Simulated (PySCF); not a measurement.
Two structures of CH9NSi, closed shell, reached by relaxing down either side of one saddle point (PBE0-D4/def2-TZVP). Energies are electronic, without zero-point energy. Program: PySCF 2.14 with density fitting (its default auxiliary sets; JK sets also for MP2 and CCSD(T)). Basis: def2-TZVPP and def2-QZVPP. Cores are frozen in the correlated methods. Extrapolation: Hartree–Fock as exp(−7.88 √X), correlation as X^−2.97. First:

Si1  (-1.050, -0.449, -0.826)
C2  (0.091, -1.620, 0.075)
H3  (-0.306, 0.415, -1.783)
H4  (-1.794, 0.429, 0.118)
H5  (-2.064, -1.207, -1.615)
H6  (1.830, 1.946, 1.340)
N7  (1.020, 1.716, 0.778)
H8  (0.820, -1.035, 0.639)
H9  (0.620, -2.266, -0.629)
H10  (-0.468, -2.255, 0.766)
H11  (1.145, 2.160, -0.124)
H12  (0.218, 2.155, 1.214)
(Å)

Second:

Si1  (-1.360, 0.578, -0.981)
C2  (1.225, -1.454, 1.253)
H3  (-2.410, 1.139, -1.883)
H4  (-2.015, 0.242, 0.309)
H5  (-0.824, -0.647, -1.629)
H6  (1.117, -0.444, 0.858)
N7  (-0.031, 1.620, -0.643)
H8  (1.523, -1.411, 2.300)
H9  (1.984, -1.990, 0.683)
H10  (0.274, -1.980, 1.169)
H11  (0.637, 1.821, -1.370)
H12  (-0.174, 2.429, -0.060)
(Å)

Problem. Which bonds change from the first to the second?

Solution. CH₆Si ([CH3][SiH3]) + NH₃ → SiNH₅ ([NH2][SiH3]) + CH₄; bonds formed: Si1–N7, C2–H6; bonds broken: Si1–C2, H6–N7.

Problem. Give the saddle point's structure and its height above each. (To be estimated.)

Solution. The calculation gives: 228.1 kJ/mol above the first and 270.0 kJ/mol above the second (CCSD(T) at an estimated basis limit (MP2 extrapolated from triple and quadruple zeta, plus CCSD(T) − MP2 in triple zeta)).
```xyz
12
angstrom
Si -0.9881 0.0295 -0.4601
C 0.7409 -1.0780 0.6791
H -1.9450 0.9302 -1.2223
H -1.7811 -0.2327 0.7643
H -0.7532 -1.0262 -1.4755
H 0.8000 0.4362 0.2756
N 0.3296 1.3524 -0.2709
H 1.1021 -0.8607 1.6945
H 1.5946 -1.4396 0.0912
H 0.0589 -1.9256 0.7849
H 0.7759 1.6464 -1.1328
H 0.0654 2.1679 0.2719
```

The T1 diagnostic stays at or below 0.011.

Labels in which every atom is bracketed show which atoms are joined, not bond orders.

For scale, one of the runs: CCSD(T)/def2-TZVPP, 230 basis functions, launched by `OMP_NUM_THREADS=4 python run.py`. The run took 11 min on 4 CPU threads of an Arm Neoverse V2 (shared host), with 3.5 GiB of host memory at its peak.
